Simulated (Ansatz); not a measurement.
Relaxation of FH7Si2 (10 atoms, charge 0, multiplicity 1), to a largest force component of 0.03 eV/Å in at most 50 steps.

Computed with RHF/def2-mTZVP (Ansatz 0.2.0).

```xyz
10
Properties=species:S:1:pos:R:3
Si 0.205 0.015 0.119
Si 0.194 0.019 2.384
H -1.136 -0.365 2.923
H 1.152 -0.957 2.939
H 0.501 1.353 2.939
H 1.627 0.005 -0.303
H -0.411 1.225 -0.445
H -0.418 -1.210 -0.411
F -2.518 0.067 0.784
H -2.371 -0.151 1.659
```

Task: Where does it end, and by what steps?

Result: The run converged. The force dipped under the threshold on the way, but the program's further checks kept it going. After 19 steps the energy has fallen by 0.258 eV; F9 moved furthest, 0.98 Å.

```
step  energy less start (eV)  largest force component (eV/Å)  accepted
   0                  0.0000                           1.434       yes
   1                 -0.1740                           0.192       yes
   2                 -0.2184                           0.188       yes
   3                 -0.2393                           0.396       yes
   4                 -0.2340                           1.373        no
   5                 -0.2467                           0.043       yes
   6                 -0.2502                           0.060       yes
   7                 -0.2529                           0.070       yes
   8                 -0.2539                           0.027       yes
   9                 -0.2549                           0.029       yes
  10                 -0.2549                           0.300        no
  11                 -0.2555                           0.191       yes
  12                 -0.2546                           0.425        no
  13                 -0.2565                           0.052       yes
  14                 -0.2567                           0.020       yes
  15                 -0.2564                           0.349        no
  16                 -0.2570                           0.091       yes
  17                 -0.2572                           0.142       yes
  18                 -0.2573                           0.147       yes
  19                 -0.2578                           0.007       yes
```

```xyz
10
Properties=species:S:1:pos:R:3
Si 0.533 0.026 0.030
Si 0.338 0.026 2.381
H -1.077 -0.148 2.783
H 1.111 -1.081 2.978
H 0.814 1.300 2.954
H 1.956 0.156 -0.343
H -0.216 1.158 -0.545
H 0.011 -1.238 -0.523
F -3.464 -0.062 1.008
H -3.182 -0.138 1.865
```

Whether the end is a true minimum wasn't checked by a vibrational analysis.

Time of the run: 14 s on 1 thread of Intel(R) Xeon(R) 6975P-C (Granite Rapids), with other jobs on the host, peak memory 0.15 GiB.
